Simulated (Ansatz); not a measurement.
Ansatz (an electronic-structure program) input (B3LYP-D3(BJ)/def2-TZVP):

Ansatz 0.2 input:
```yaml
crystal:
  periodic: [false, false, false]
  atoms:
    - {symbol: O, position_ang: [-1.05124578, -0.53895713, -0.04517009]}
    - {symbol: C, position_ang: [0.22159526, 0.58565329, 0.00865797]}
    - {symbol: O, position_ang: [1.25638181, 0.13571604, 0.12856953]}
    - {symbol: H, position_ang: [-0.77813459, -1.47076695, -0.15085754]}
    - {symbol: H, position_ang: [-0.30730441, 1.53440276, -0.05254589]}
    - {symbol: H, position_ang: [-1.88522068, -0.35162684, -0.51573992]}
basis:
  gaussian:
    orbitals: def2-TZVP
hamiltonian:
  xc: b3lyp
  dispersion: d3bj
total_charge: 1
phonons: {temperatures: {t_min: 298.15, t_max: 298.15, t_step: 100}}
```

Output:

```
Functional definition: B3LYP
integrals: 0.02 GiB planned
614 factors; their error is unknown
mean field: 0.28 GiB planned
mean field evaluation 1: about -5159.4407 eV, gradient 9.6e1 eV
mean field evaluation 2: about -5135.0998 eV, gradient 1.5e2 eV
mean field evaluation 4: about -5172.6605 eV, gradient 1.6e1 eV
mean field evaluation 8: about -5173.0825 eV, gradient 3.8e-1 eV
mean field -5173.08268970 eV, -190.1072824050 hartree, gradient 5.6e-5 eV, S^2 0.000000; 0 other end points of the search recorded, 0 dependent functions left out
the calculation of the forces begins
reference -5173.08286154 eV, -190.1072887203 hartree; 12, 12 occupied and 99, 99 virtual orbitals, 614 factors
these checks for a lower state are left out or cut short: stability, starts, cluster_reference, orbital_swaps, neighbouring_geometries, increment
integrals: 0.02 GiB planned
614 factors; their error is unknown
mean field: 0.28 GiB planned
mean field evaluation 16: about -5173.0785 eV, gradient 4.0e-1 eV
mean field -5173.08253577 eV, -190.1072767484 hartree, gradient 2.0e-6 eV, S^2 0.000000; 0 other end points of the search recorded, 0 dependent functions left out
the calculation of the forces begins
reference -5173.08270768 eV, -190.1072830658 hartree; 12, 12 occupied and 99, 99 virtual orbitals, 614 factors
these checks for a lower state are left out or cut short: stability, starts, cluster_reference, orbital_swaps, neighbouring_geometries, increment
integrals: 0.02 GiB planned
614 factors; their error is unknown
mean field: 0.28 GiB planned
mean field -5173.08253810 eV, -190.1072768340 hartree, gradient 2.0e-6 eV, S^2 0.000000; 0 other end points of the search recorded, 0 dependent functions left out
the calculation of the forces begins
reference -5173.08270989 eV, -190.1072831471 hartree; 12, 12 occupied and 99, 99 virtual orbitals, 614 factors
these checks for a lower state are left out or cut short: stability, starts, cluster_reference, orbital_swaps, neighbouring_geometries, increment
integrals: 0.02 GiB planned
614 factors; their error is unknown
mean field: 0.28 GiB planned
mean field evaluation 32: about -5173.0824 eV, gradient 3.7e-1 eV
mean field -5173.08251672 eV, -190.1072760481 hartree, gradient 2.0e-6 eV, S^2 0.000000; 0 other end points of the search recorded, 0 dependent functions left out
the calculation of the forces begins
reference -5173.08268862 eV, -190.1072823654 hartree; 12, 12 occupied and 99, 99 virtual orbitals, 614 factors
these checks for a lower state are left out or cut short: stability, starts, cluster_reference, orbital_swaps, neighbouring_geometries, increment
integrals: 0.02 GiB planned
614 factors; their error is unknown
mean field: 0.28 GiB planned
mean field -5173.08251245 eV, -190.1072758911 hartree, gradient 2.1e-6 eV, S^2 0.000000; 0 other end points of the search recorded, 0 dependent functions left out
the calculation of the forces begins
reference -5173.08268423 eV, -190.1072822042 hartree; 12, 12 occupied and 99, 99 virtual orbitals, 614 factors
these checks for a lower state are left out or cut short: stability, starts, cluster_reference, orbital_swaps, neighbouring_geometries, increment
integrals: 0.02 GiB planned
614 factors; their error is unknown
mean field: 0.28 GiB planned
mean field -5173.08264534 eV, -190.1072807748 hartree, gradient 2.0e-6 eV, S^2 0.000000; 0 other end points of the search recorded, 0 dependent functions left out
the calculation of the forces begins
reference -5173.08281727 eV, -190.1072870933 hartree; 12, 12 occupied and 99, 99 virtual orbitals, 614 factors
these checks for a lower state are left out or cut short: stability, starts, cluster_reference, orbital_swaps, neighbouring_geometries, increment
integrals: 0.02 GiB planned
[...]
mean field -5173.08256978 eV, -190.1072779980 hartree, gradient 2.0e-6 eV, S^2 0.000000; 0 other end points of the search recorded, 0 dependent functions left out
the calculation of the forces begins
reference -5173.08274169 eV, -190.1072843158 hartree; 12, 12 occupied and 99, 99 virtual orbitals, 614 factors
these checks for a lower state are left out or cut short: stability, starts, cluster_reference, orbital_swaps, neighbouring_geometries, increment
integrals: 0.02 GiB planned
614 factors; their error is unknown
mean field: 0.28 GiB planned
mean field -5173.08268292 eV, -190.1072821558 hartree, gradient 2.0e-6 eV, S^2 0.000000; 0 other end points of the search recorded, 0 dependent functions left out
the calculation of the forces begins
reference -5173.08285474 eV, -190.1072884702 hartree; 12, 12 occupied and 99, 99 virtual orbitals, 614 factors
these checks for a lower state are left out or cut short: stability, starts, cluster_reference, orbital_swaps, neighbouring_geometries, increment
integrals: 0.02 GiB planned
614 factors; their error is unknown
mean field: 0.28 GiB planned
mean field -5173.08268524 eV, -190.1072822414 hartree, gradient 2.0e-6 eV, S^2 0.000000; 0 other end points of the search recorded, 0 dependent functions left out
the calculation of the forces begins
reference -5173.08285711 eV, -190.1072885574 hartree; 12, 12 occupied and 99, 99 virtual orbitals, 614 factors
these checks for a lower state are left out or cut short: stability, starts, cluster_reference, orbital_swaps, neighbouring_geometries, increment
integrals: 0.02 GiB planned
614 factors; their error is unknown
mean field: 0.28 GiB planned
mean field -5173.08265458 eV, -190.1072811146 hartree, gradient 2.0e-6 eV, S^2 0.000000; 0 other end points of the search recorded, 0 dependent functions left out
the calculation of the forces begins
reference -5173.08282640 eV, -190.1072874288 hartree; 12, 12 occupied and 99, 99 virtual orbitals, 614 factors
these checks for a lower state are left out or cut short: stability, starts, cluster_reference, orbital_swaps, neighbouring_geometries, increment
integrals: 0.02 GiB planned
614 factors; their error is unknown
mean field: 0.28 GiB planned
mean field evaluation 192: about -5173.0788 eV, gradient 1.1e-4 eV
mean field -5173.08264800 eV, -190.1072808725 hartree, gradient 2.0e-6 eV, S^2 0.000000; 0 other end points of the search recorded, 0 dependent functions left out
the calculation of the forces begins
reference -5173.08281987 eV, -190.1072871888 hartree; 12, 12 occupied and 99, 99 virtual orbitals, 614 factors
these checks for a lower state are left out or cut short: stability, starts, cluster_reference, orbital_swaps, neighbouring_geometries, increment
integrals: 0.02 GiB planned
614 factors; their error is unknown
mean field: 0.28 GiB planned
mean field -5173.08261906 eV, -190.1072798090 hartree, gradient 2.1e-6 eV, S^2 0.000000; 0 other end points of the search recorded, 0 dependent functions left out
the calculation of the forces begins
reference -5173.08279097 eV, -190.1072861268 hartree; 12, 12 occupied and 99, 99 virtual orbitals, 614 factors
these checks for a lower state are left out or cut short: stability, starts, cluster_reference, orbital_swaps, neighbouring_geometries, increment
integrals: 0.02 GiB planned
614 factors; their error is unknown
mean field: 0.28 GiB planned
mean field -5173.08259297 eV, -190.1072788502 hartree, gradient 2.0e-6 eV, S^2 0.000000; 0 other end points of the search recorded, 0 dependent functions left out
the calculation of the forces begins
reference -5173.08276474 eV, -190.1072851629 hartree; 12, 12 occupied and 99, 99 virtual orbitals, 614 factors
these checks for a lower state are left out or cut short: stability, starts, cluster_reference, orbital_swaps, neighbouring_geometries, increment
integrals: 0.02 GiB planned
614 factors; their error is unknown
mean field: 0.28 GiB planned
mean field -5173.08268382 eV, -190.1072821889 hartree, gradient 2.0e-6 eV, S^2 0.000000; 0 other end points of the search recorded, 0 dependent functions left out
the calculation of the forces begins
reference -5173.08285566 eV, -190.1072885041 hartree; 12, 12 occupied and 99, 99 virtual orbitals, 614 factors
these checks for a lower state are left out or cut short: stability, starts, cluster_reference, orbital_swaps, neighbouring_geometries, increment
integrals: 0.02 GiB planned
614 factors; their error is unknown
mean field: 0.28 GiB planned
mean field evaluation 224: about -5173.0827 eV, gradient 1.5e-6 eV
mean field -5173.08268212 eV, -190.1072821266 hartree, gradient 2.0e-6 eV, S^2 0.000000; 0 other end points of the search recorded, 0 dependent functions left out
the calculation of the forces begins
reference -5173.08285397 eV, -190.1072884419 hartree; 12, 12 occupied and 99, 99 virtual orbitals, 614 factors
these checks for a lower state are left out or cut short: stability, starts, cluster_reference, orbital_swaps, neighbouring_geometries, increment
integrals: 0.02 GiB planned
614 factors; their error is unknown
mean field: 0.28 GiB planned
mean field -5173.08256521 eV, -190.1072778300 hartree, gradient 2.0e-6 eV, S^2 0.000000; 0 other end points of the search recorded, 0 dependent functions left out
the calculation of the forces begins
reference -5173.08273699 eV, -190.1072841429 hartree; 12, 12 occupied and 99, 99 virtual orbitals, 614 factors
these checks for a lower state are left out or cut short: stability, starts, cluster_reference, orbital_swaps, neighbouring_geometries, increment
integrals: 0.02 GiB planned
614 factors; their error is unknown
mean field: 0.28 GiB planned
mean field -5173.08259742 eV, -190.1072790138 hartree, gradient 2.0e-6 eV, S^2 0.000000; 0 other end points of the search recorded, 0 dependent functions left out
the calculation of the forces begins
reference -5173.08276933 eV, -190.1072853314 hartree; 12, 12 occupied and 99, 99 virtual orbitals, 614 factors
these checks for a lower state are left out or cut short: stability, starts, cluster_reference, orbital_swaps, neighbouring_geometries, increment
integrals: 0.02 GiB planned
614 factors; their error is unknown
mean field: 0.28 GiB planned
mean field -5173.08266031 eV, -190.1072813250 hartree, gradient 2.0e-6 eV, S^2 0.000000; 0 other end points of the search recorded, 0 dependent functions left out
the calculation of the forces begins
reference -5173.08283217 eV, -190.1072876408 hartree; 12, 12 occupied and 99, 99 virtual orbitals, 614 factors
these checks for a lower state are left out or cut short: stability, starts, cluster_reference, orbital_swaps, neighbouring_geometries, increment
integrals: 0.02 GiB planned
614 factors; their error is unknown
mean field: 0.28 GiB planned
mean field -5173.08267556 eV, -190.1072818856 hartree, gradient 2.0e-6 eV, S^2 0.000000; 0 other end points of the search recorded, 0 dependent functions left out
the calculation of the forces begins
reference -5173.08284739 eV, -190.1072882002 hartree; 12, 12 occupied and 99, 99 virtual orbitals, 614 factors
these checks for a lower state are left out or cut short: stability, starts, cluster_reference, orbital_swaps, neighbouring_geometries, increment
integrals: 0.02 GiB planned
614 factors; their error is unknown
mean field: 0.28 GiB planned
mean field evaluation 256: about -5173.0825 eV, gradient 3.7e-1 eV
mean field -5173.08265215 eV, -190.1072810251 hartree, gradient 2.0e-6 eV, S^2 0.000000; 0 other end points of the search recorded, 0 dependent functions left out
the calculation of the forces begins
reference -5173.08282394 eV, -190.1072873383 hartree; 12, 12 occupied and 99, 99 virtual orbitals, 614 factors
these checks for a lower state are left out or cut short: stability, starts, cluster_reference, orbital_swaps, neighbouring_geometries, increment
integrals: 0.02 GiB planned
614 factors; their error is unknown
mean field: 0.28 GiB planned
mean field -5173.08265824 eV, -190.1072812490 hartree, gradient 2.0e-6 eV, S^2 0.000000; 0 other end points of the search recorded, 0 dependent functions left out
the calculation of the forces begins
reference -5173.08283014 eV, -190.1072875663 hartree; 12, 12 occupied and 99, 99 virtual orbitals, 614 factors
Total energy: -5173.18849613 eV, -190.1111707196 hartree
Atom 0 at    -1.051246    -0.538957    -0.045170 Å, force    -0.000207     0.000234    -0.000206 eV/Å
Atom 1 at     0.221595     0.585653     0.008658 Å, force     0.000300    -0.000544     0.000035 eV/Å
Atom 2 at     1.256382     0.135716     0.128570 Å, force    -0.000206     0.000254     0.000011 eV/Å
Atom 3 at    -0.778135    -1.470767    -0.150858 Å, force    -0.000110     0.000189    -0.000052 eV/Å
Atom 4 at    -0.307304     1.534403    -0.052546 Å, force     0.000126     0.000331     0.000041 eV/Å
Atom 5 at    -1.885221    -0.351627    -0.515740 Å, force     0.000098    -0.000465     0.000170 eV/Å
Dipole moment:    -0.805645     0.026224    -0.287775 e Å
Vibrations: 244.14 294.29 422.27 485.53 845.29 923.40 1202.48 1606.08 2078.08 3204.39 3614.95 3724.58 cm⁻¹, zero-point energy 1.155873 eV
```

It need not be the lowest isomer of its formula.
